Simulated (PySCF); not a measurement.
A structure optimised at B3LYP-D3(BJ)/def2-TZVP, used in a PySCF frequency run:

```
C
O 1 1.2444
H 2 0.9845 1 116.45
H 1 1.0896 2 115.87 3 180.00
H 1 1.0917 4 122.30 2 180.00
```
Charge +1, spin multiplicity 1.

Write its SMILES, formula and point group.

C=[OH+], CH3O, Cs

What are its rotational constants (standard atomic weights)?

199.48, 34.489, 29.405 GHz
